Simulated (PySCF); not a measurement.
HN2, SMILES N#[NH+], charge +1. Atoms are numbered in the order given.

```xyz
3

N      0.0000     0.0000    -0.6474
N      0.0000     0.0000     0.4369
H      0.0000     0.0000     1.4735
```
Charge +1, spin multiplicity 1.

Geometry optimised at PBE0-D3(BJ)/def2-TZVPD. The isomer is the one that the SMILES or the coordinates give; other isomers of the formula were not compared.

All values below come from PySCF with PBE0/pcSseg-2.

GIAO shieldings, no solvent; atoms alike by connectivity are averaged. δ = σ(ref) − σ: ¹⁵N against NH3 (σ = 263.3 ppm); ¹H against TMS (σ = 31.54 ppm), references at their B3LYP-D3(BJ)/def2-TZVP geometries, non-relativistic.

### Question
Estimate the chemical shifts. (Estimate from the structure and the level; the computed values follow.)

### Answer

| nucleus | atoms | count | δ (ppm) |
|---|---|---|---|
| ¹⁵N | N1 | 1 | 352.6 |
| ¹⁵N | N2 | 1 | 235.8 |
| ¹H | H3 | 1 | 8.85 |
